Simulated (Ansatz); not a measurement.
# Si2H5F: how energies converge with the basis set

How large a basis does Si2H5F need? Two functionals are run in growing sets.

Method: one geometry, several basis sets; program: Ansatz 0.2.0, Gaussian basis.

Levels to be run: PBE0-D4/def2-SVP; ωB97M-V/def2-SVP; PBE0-D4/def2-QZVPP; ωB97M-V/def2-QZVPP; the functionals' def2-TZVPP values are taken from earlier runs.

### 1 The relaxed structure

All runs share one geometry, relaxed beforehand with PBE0-D4 in a triple-zeta def2 set.

SMILES `F[SiH2][SiH3]`, 8 atoms, charge 0, spin multiplicity 1.

Atoms are counted from 1 here; the program's logs count them from 0.

Bond lengths: F1–Si2 1.607 Å, Si2–Si3 2.343 Å, Si2–H4 1.486 Å, Si2–H5 1.486 Å, Si3–H6 1.487 Å, Si3–H7 1.489 Å, Si3–H8 1.487 Å. Angles: F1–Si2–Si3 109.8°, F1–Si2–H4 107.7°, F1–Si2–H5 107.7°, Si3–Si2–H4 111.3°, Si3–Si2–H5 111.3°, H4–Si2–H5 108.9°, Si2–Si3–H6 110.7°, Si2–Si3–H7 108.2°, Si2–Si3–H8 110.7°, H6–Si3–H7 109.0°, H6–Si3–H8 109.2°, H7–Si3–H8 109.0°.

### 2 PBE0-D4 in def2-SVP

Contents of in.yaml:

```yaml
crystal:
  periodic: [false, false, false]
  atoms:
    - {symbol: F, position_ang: [-2.015237, 0.986107, -0.226792]}
    - {symbol: Si, position_ang: [-0.575369, 0.581086, -0.813616]}
    - {symbol: Si, position_ang: [0.633501, -0.611215, 0.800387]}
    - {symbol: H, position_ang: [-0.798703, -0.237500, -2.033879]}
    - {symbol: H, position_ang: [0.125732, 1.834679, -1.195665]}
    - {symbol: H, position_ang: [0.849454, 0.218230, 2.015105]}
    - {symbol: H, position_ang: [1.955689, -0.971083, 0.218920]}
    - {symbol: H, position_ang: [-0.082866, -1.857404, 1.179841]}
basis:
  gaussian: {orbitals: def2-SVP}
hamiltonian: {xc: pbe0, dispersion: d4}
output: {orbitals: {seedname: orbitals}}
```

After this run come: ωB97M-V in def2-SVP; PBE0-D4 in def2-QZVPP; ωB97M-V in def2-QZVPP.

Before running them: what should the planned runs give, taken together? Wanted: PBE0-D4: double and triple zeta above quadruple; ωB97M-V: double and triple zeta above quadruple.

**Answer**, as computed:

| quantity | value |
| --- | --- |
| PBE0-D4: double and triple zeta above quadruple | 9.90, 0.70 eV |
| ωB97M-V: double and triple zeta above quadruple | 9.98, 0.66 eV |

In words: For PBE0-D4 the step from double to triple zeta gains 9.19 eV and the next only 0.70 eV. These are total energies; as a rule much of such shifts cancels in differences, which this series doesn't test. The LUMO of ωB97M-V is positive and keeps falling with the basis (1.60 to 0.90 eV): an unbound level that the basis holds in place.
